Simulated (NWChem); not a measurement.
# triplet C2H4Si at 5 levels

We compute a comparison of 5 runs (UB3LYP/6-31G*, U-wB97X/6-311+G**, UB2PLYP/6-311+G**, UCAM-B3LYP/6-311+G**, UM06-2X/6-311+G**) of triplet C2H4Si. 

The results are computed with NWChem 7.3.0.

## Step 1: The structure to begin with

C2H4Si has 7 atoms, charge 0, and is taken as a triplet. As SMILES of the parent species, `C#C[SiH3]`. The coordinates come from a PBE0-D4/def2-TZVP relaxation. That shape belongs to the parent species and isn't relaxed for this state.

Bond lengths: C1–C2 1.206 Å, C2–Si3 1.823 Å, C1–H4 1.066 Å, Si3–H5 1.483 Å, Si3–H6 1.483 Å, Si3–H7 1.483 Å. Angles: C1–C2–Si3 180.0°, C2–C1–H4 180.0°, C2–Si3–H5 109.3°, C2–Si3–H6 109.3°, C2–Si3–H7 109.3°, H5–Si3–H6 109.6°, H5–Si3–H7 109.6°, H6–Si3–H7 109.6°.

## Step 2: A single-point energy at UB3LYP/6-31G(d) (spherical functions) (run 1)

c2h4si.nw reads:

```
start c2h4si
title "C2H4Si B3LYP"
memory stack 880 mb heap 220 mb global 1100 mb
geometry units angstroms noautosym nocenter noautoz
   C       -0.580700      -1.871400       0.172200
   C       -0.218500      -0.726500       0.062400
   Si       0.329800       1.004300      -0.103800
   H       -0.901000      -2.883500       0.269300
   H       -0.094500       1.528300      -1.425000
   H       -0.281700       1.818100       0.974900
   H        1.807900       1.062900       0.004400
end
basis spherical bse
   * library 6-31G*
end
dft
   xc b3lyp
   mult 3
   grid xfine
   convergence energy 1e-08
   iterations 100
   mulliken
end
task dft energy
```

Started as:

```
$ nwchem c2h4si.nw > c2h4si.out
```

What it wrote:

```text
[...]
          Wavefunction type:  spin polarized.
          No. of atoms     :     7
          No. of electrons :    30
[...]
          Charge           :     0
          Spin multiplicity:     3
[...]
          AO basis - number of functions:    54
[...]
              XC Information
              --------------
                         B3LYP Method XC Potential
                     Hartree-Fock (Exact) Exchange  0.200
                        Slater Exchange Functional  0.800 local
                    Becke 1988 Exchange Functional  0.720 non-local
              Lee-Yang-Parr Correlation Functional  0.810
                  VWN I RPA Correlation Functional  0.190 local
[...]
 d= 0,ls=0.0,diis     1   -367.7977731291 -4.51D+02  8.53D-03  5.93D-02     2.7
[...]
 d= 0,ls=0.0,diis    12   -367.8400144210 -4.66D-09  2.27D-06  1.70D-10    29.9
[...]
         Total DFT energy =     -367.840014420954
      One electron energy =     -670.078044689748
           Coulomb energy =      252.457676789018
    Exchange-Corr. energy =      -33.267543271459
 Nuclear repulsion energy =       83.047896751235
[...]
      Total Density - Mulliken Population Analysis
     ---------------------------------------------
    Atom       Charge   Shell Charges
 -----------   ------   -------------------------------------------------------
    1 C    6     6.12   2.00  0.70  1.99  0.57  0.83  0.03
    2 C    6     6.12   2.00  0.70  1.96  0.81  0.63  0.03
    3 Si  14    13.77   2.00  2.00  5.96  1.00  1.96  0.25  0.41  0.20
    4 H    1     0.79   0.50  0.29
    5 H    1     1.07   0.51  0.56
    6 H    1     1.06   0.51  0.55
    7 H    1     1.07   0.51  0.56
[...]
      <S2> =      2.0055 (Exact =     2.0000)
[...]
```

It took 31 s on 1 thread of Intel Xeon Platinum 8375C at 2.90GHz (Ice Lake), shared host; peak memory 0.13 GiB.

## Step 3: A single-point energy at U-wB97X/6-311+G(d,p) (run 2)

run.py reads:

```python
from ase import Atoms
from ase.calculators.nwchem import NWChem

atoms = Atoms(['C', 'C', 'Si', 'H', 'H', 'H', 'H'], positions=[
    [-0.580700, -1.871400, 0.172200],
    [-0.218500, -0.726500, 0.062400],
    [0.329800, 1.004300, -0.103800],
    [-0.901000, -2.883500, 0.269300],
    [-0.094500, 1.528300, -1.425000],
    [-0.281700, 1.818100, 0.974900],
    [1.807900, 1.062900, 0.004400],
])

calc = NWChem(
    label='c2h4si',
    theory='dft',
    memory='2200 mb',
    basis='6-311+G**',
    basispar='spherical bse',
    dft={'xc': 'wb97x', 'mult': '3', 'grid': 'fine', 'convergence': 'energy 1e-08', 'iterations': '100', 'mulliken': None},
    task='energy',
)
atoms.calc = calc

e = atoms.get_potential_energy()
print(f"E = {e:.6f} eV")
```

Started as:

```
$ export ASE_NWCHEM_COMMAND="nwchem PREFIX.nwi > PREFIX.nwo"
$ python run.py
```

What it wrote:

```text
E = -10009.336791 eV
```

The calculator wrote c2h4si.nwi:

```
title "c2h4si"

permanent_dir c2h4si

scratch_dir c2h4si

start c2h4si

geometry units angstrom nocenter noautosym noautoz
  C  -5.8069999999999999e-01 -1.8714000000000000e+00 1.7219999999999999e-01
  C  -2.1850000000000000e-01 -7.2650000000000003e-01 6.2399999999999997e-02
  Si 3.2979999999999998e-01 1.0043000000000000e+00 -1.0380000000000000e-01
  H  -9.0100000000000002e-01 -2.8835000000000002e+00 2.6929999999999998e-01
  H  -9.4500000000000001e-02 1.5283000000000000e+00 -1.4250000000000000e+00
  H  -2.8170000000000001e-01 1.8181000000000000e+00 9.7489999999999999e-01
  H  1.8079000000000001e+00 1.0629000000000000e+00 4.4000000000000003e-03
end

memory 2200 mb

basis spherical bse noprint
   * library 6-311+G**
end

dft
  xc wb97x
  mult 3
  grid fine
  convergence energy 1e-08
  iterations 100
  mulliken
end

task dft energy
```

c2h4si.nwo:

```text
Northwest Computational Chemistry Package (NWChem) 7.3.0
             --------------------------------------------------------

           Job information
           ---------------

    nwchem branch   = 7.3.0
    use scalapack   = T
    input           = c2h4si.nwi
    prefix          = c2h4si.
    data base       = c2h4si/c2h4si.db
    status          = startup
    nproc           =        1

           Memory information
           ------------------

    heap     =     72089594 doubles =      550.0 Mbytes
    stack    =     72089599 doubles =      550.0 Mbytes
    global   =    144179200 doubles =     1100.0 Mbytes (distinct from heap & stack)
    total    =    288358393 doubles =     2200.0 Mbytes
    verify   = yes
    hardfail = no

           Directory information
           ---------------------

  0 permanent = c2h4si
  0 scratch   = c2h4si

                                NWChem Input Module
                                -------------------

                                      c2h4si
                                      ------

[... 27 lines left out ...]
            Nuclear Dipole moment (a.u.)
[... 67 lines left out ...]
  convergence criterion.
[... 17 lines left out ...]
          Convergence on density requested:  1.00D-05
[... 28 lines left out ...]
          Spatial weights used:  Erf1
[... 3 lines left out ...]
          Convergence aids based upon iterative change in
[... 98 lines left out ...]
         Total DFT energy =     -367.836345505428
[... 1 line left out ...]
           Coulomb energy =      252.298691807365
[... 1 line left out ...]
 Nuclear repulsion energy =       83.047896751234
[... 707 lines left out ...]
                     DFT Final Beta Molecular Orbital Analysis
[... 792 lines left out ...]
   alpha     91     92     93     94     95     96     97     98
    beta     91     92     93     94     95     96     97     98
 overlap   1.000  1.000  1.000  1.000  1.000  1.000  1.000  1.000

     --------------------------
     Expectation value of S2:
     --------------------------
      <S2> =      2.0067 (Exact =     2.0000)

 center of mass
 --------------
 x =   0.00577781 y =  -0.05195409 z =  -0.00899464

 moments of inertia (a.u.)
 ------------------
         341.103690841889        -100.382679492258           9.635017823066
        -100.382679492258          55.863423994811          30.430143232686
           9.635017823066          30.430143232686         369.968316470908

     Multipole analysis of the density
     ---------------------------------

     L   x y z        total         alpha         beta         nuclear
     -   - - -        -----         -----         ----         -------
     0   0 0 0     -0.000000    -16.000000    -14.000000     30.000000

     1   1 0 0     -0.085958      0.290604     -1.043069      0.666506
[... 8 lines of this table left out ...]
     2   0 0 2    -21.139583    -18.533481    -14.768142     12.162040

 Task  times  cpu:      106.4s     wall:      106.4s
 Total times  cpu:      106.4s     wall:      106.4s
```

It took 1.8 min on 1 thread of Intel Xeon Platinum 8375C at 2.90GHz (Ice Lake), shared host; peak memory 0.11 GiB.

Runs 3 to 4 aren't shown in full; the table further down has their settings and results.

## Step 4: A single-point energy at UM06-2X/6-311+G(d,p) (run 5)

run.py reads:

```python
from ase import Atoms
from ase.calculators.nwchem import NWChem

atoms = Atoms('CCSiHHHH', positions=[
    [-0.580700, -1.871400, 0.172200],
    [-0.218500, -0.726500, 0.062400],
    [0.329800, 1.004300, -0.103800],
    [-0.901000, -2.883500, 0.269300],
    [-0.094500, 1.528300, -1.425000],
    [-0.281700, 1.818100, 0.974900],
    [1.807900, 1.062900, 0.004400],
])

calc = NWChem(
    label='c2h4si',
    theory='dft',
    memory='2200 mb',
    basis='6-311+G**',
    basispar='spherical bse',
    dft={'xc': 'm06-2x', 'mult': '3', 'grid': 'fine', 'convergence': 'energy 1e-08', 'iterations': '100', 'mulliken': None},
    task='energy',
)
atoms.calc = calc

print("Total energy (eV):", round(atoms.get_potential_energy(), 6))
```

Started as:

```
$ export ASE_NWCHEM_COMMAND="nwchem PREFIX.nwi > PREFIX.nwo"
$ python run.py
```

What it wrote:

```text
Total energy (eV): -10008.371834
```

The calculator wrote c2h4si.nwi:

```
title "c2h4si"

permanent_dir c2h4si

scratch_dir c2h4si

start c2h4si

geometry units angstrom nocenter noautosym noautoz
  C  -5.8069999999999999e-01 -1.8714000000000000e+00 1.7219999999999999e-01
  C  -2.1850000000000000e-01 -7.2650000000000003e-01 6.2399999999999997e-02
  Si 3.2979999999999998e-01 1.0043000000000000e+00 -1.0380000000000000e-01
  H  -9.0100000000000002e-01 -2.8835000000000002e+00 2.6929999999999998e-01
  H  -9.4500000000000001e-02 1.5283000000000000e+00 -1.4250000000000000e+00
  H  -2.8170000000000001e-01 1.8181000000000000e+00 9.7489999999999999e-01
  H  1.8079000000000001e+00 1.0629000000000000e+00 4.4000000000000003e-03
end

memory 2200 mb

basis spherical bse noprint
   * library 6-311+G**
end

dft
  xc m06-2x
  mult 3
  grid fine
  convergence energy 1e-08
  iterations 100
  mulliken
end

task dft energy
```

c2h4si.nwo:

```text
Northwest Computational Chemistry Package (NWChem) 7.3.0
             --------------------------------------------------------

           Job information
           ---------------

    nwchem branch   = 7.3.0
    use scalapack   = T
    input           = c2h4si.nwi
    prefix          = c2h4si.
    data base       = c2h4si/c2h4si.db
    status          = startup
    nproc           =        1

           Memory information
           ------------------

    heap     =     72089594 doubles =      550.0 Mbytes
    stack    =     72089599 doubles =      550.0 Mbytes
    global   =    144179200 doubles =     1100.0 Mbytes (distinct from heap & stack)
    total    =    288358393 doubles =     2200.0 Mbytes
    verify   = yes
    hardfail = no

           Directory information
           ---------------------

  0 permanent = c2h4si
  0 scratch   = c2h4si

                                NWChem Input Module
                                -------------------

                                      c2h4si
                                      ------

[... 27 lines left out ...]
            Nuclear Dipole moment (a.u.)
[... 66 lines left out ...]
  convergence criterion.
[... 16 lines left out ...]
          Convergence on density requested:  1.00D-05
[... 21 lines left out ...]
          Spatial weights used:  Erf1
[... 3 lines left out ...]
          Convergence aids based upon iterative change in
[... 93 lines left out ...]
         Total DFT energy =     -367.800883972648
[... 1 line left out ...]
           Coulomb energy =      252.303767150399
[... 1 line left out ...]
 Nuclear repulsion energy =       83.047896751234
[... 707 lines left out ...]
                     DFT Final Beta Molecular Orbital Analysis
[... 795 lines left out ...]
   alpha     91     92     93     94     95     96     97     98
    beta     91     92     94     93     95     96     97     98
 overlap   0.995  1.000  0.992  0.992  1.000  1.000  1.000  1.000

     --------------------------
     Expectation value of S2:
     --------------------------
      <S2> =      2.0072 (Exact =     2.0000)

 center of mass
 --------------
 x =   0.00577781 y =  -0.05195409 z =  -0.00899464

 moments of inertia (a.u.)
 ------------------
         341.103690841889        -100.382679492258           9.635017823066
        -100.382679492258          55.863423994811          30.430143232686
           9.635017823066          30.430143232686         369.968316470908

     Multipole analysis of the density
     ---------------------------------

     L   x y z        total         alpha         beta         nuclear
     -   - - -        -----         -----         ----         -------
     0   0 0 0     -0.000000    -16.000000    -14.000000     30.000000

     1   1 0 0     -0.078781      0.290046     -1.035334      0.666506
[... 8 lines of this table left out ...]
     2   0 0 2    -21.231074    -18.651140    -14.741974     12.162040

 Task  times  cpu:       38.8s     wall:       38.8s
 Total times  cpu:       38.8s     wall:       38.8s
```

Wall time 40 s (1 thread of Intel Xeon Platinum 8375C at 2.90GHz (Ice Lake), shared host); peak memory 0.11 GiB.

## Step 5: All runs side by side

| run | level | integration grid | frozen core orbitals | energy (Eh) | dipole moment (D) | HOMO energy (eV) | ⟨S²⟩ | wall time |
| --- | --- | --- | --- | --- | --- | --- | --- | --- |
| 1 | UB3LYP/6-31G* (spherical functions) | xfine | – | -367.840014 | 1.08 | -2.62 | 2.006 | 31 s |
| 2 | U-wB97X/6-311+G** | fine | – | -367.836346 | 0.72 | -5.40 | 2.007 | 1.8 min |
| 3 | UB2PLYP/6-311+G** | fine | 7 | -367.651383 | 0.72 | -4.26 | 2.009 | 36 s |
| 4 | UCAM-B3LYP/6-311+G** | fine | – | -367.829054 | 0.64 | -4.50 | 2.006 | 94 s |
| 5 | UM06-2X/6-311+G** | fine | – | -367.800884 | 0.66 | -4.12 | 2.007 | 40 s |

## Step 6: Summary of results

| quantity | value |
| --- | --- |
| run 5: total energy | -367.80088 Eh |
| run 5: dipole moment | 0.66 D |
| run 5: HOMO energy (highest over α and β) | -4.12 eV |
| run 5: LUMO energy (lowest over α and β) | -4.12 eV |
| run 5: ⟨S²⟩ | 2.007 |

**Reading.** The dipole moment (its size) runs from 0.64 D (UCAM-B3LYP/6-311+G**) to 1.08 D (UB3LYP/6-31G*). The two ends differ in method and basis. Totals of different functionals can't be ranked against each other. All runs together took 5.1 min, the longest 1.8 min.
